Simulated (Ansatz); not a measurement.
Cartesian coordinates in Å:
```
C -1.5321 0.5849 0.3904
C -0.4471 -0.4566 0.6134
C 0.4910 -0.5473 -0.5520
C 1.7447 0.1978 -0.5953
O 1.7331 -1.1968 -0.3352
H -2.2177 0.6272 1.2387
H -2.1233 0.3576 -0.5008
H -1.1018 1.5807 0.2568
H -0.8990 -1.4403 0.7798
H 0.1352 -0.2235 1.5098
H 0.0273 -0.7980 -1.5073
H 2.0154 0.8245 0.2521
H 2.1743 0.4899 -1.5504
```

Charge 0, multiplicity 1.

**Question.** List the CAM-B3LYP/def2-TZVPP orbital energies in eV (the Gaussian-basis code of Ansatz). (An estimate is asked.)

**Answer.** The calculation gave: Occupied: -522.69, -280.23, -280.10, -278.84, -278.66, -31.62, -23.66, -20.46, -19.91, -18.08, -15.88, -14.93, -13.96, -13.54, -12.58, -11.82, -11.50, -11.32, -9.97, -9.22. Lowest empty: 1.99, 2.85, 2.96, 3.07, 3.45, 3.93, 4.24, 4.50.
